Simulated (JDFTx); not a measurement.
System: ethylamine, C2H7N (SMILES CCN), charge 0, multiplicity 1; geometry: optimised with GFN2-xTB in vacuum (one conformer, no frequencies checked; largest PBE force component 0.5 eV/Å). Z-matrix (Å, degrees):
```
C
H 1 1.0939
H 1 1.1046 2 107.72
N 1 1.4547 2 107.29 3 -122.10
H 4 1.0140 1 110.60 2 60.59
H 4 1.0151 5 107.81 1 -120.38
C 1 1.5230 2 109.59 3 118.71
H 7 1.0863 1 109.69 2 62.45
H 7 1.0868 8 109.15 1 121.05
H 7 1.0882 8 108.48 9 118.26
```

Computed with JDFTx (a modified build): PBE, GBRV ultrasoft potentials, plane waves to 20/100 Ha. Liquid: CANDLE, water, 0.5 M KCl. The liquid run sits in a periodic box with 3.75 Å from the outermost atoms to the faces; the vacuum run is isolated. The box matters at about 0.01 eV. Solvation energy here means the total energy in the continuum liquid minus that in vacuum, same nuclei, nothing added for thermal motion or standard states.

This is the neutral, unprotonated base.

The solvation energy is -0.16 eV, the part: cavitation term of the fluid is 0.42 eV and the part: dispersion term of the fluid is -0.38 eV. The part: electrostatic term of the fluid is -0.26 eV and the part: distortion of the solute's electrons is 0.07 eV. The dipole moment in vacuum is 1.20 D, the dipole moment in the liquid is 1.90 D and the highest occupied level in vacuum (zero: vacuum level) comes out as -5.39 eV. The highest occupied level in the liquid (zero: bulk electrolyte) is -5.54 eV, the volume of the model's cavity comes out as 201.1 Å³ and the rough cost, vacuum and liquid run comes out as 2 min and 3 min of core time.
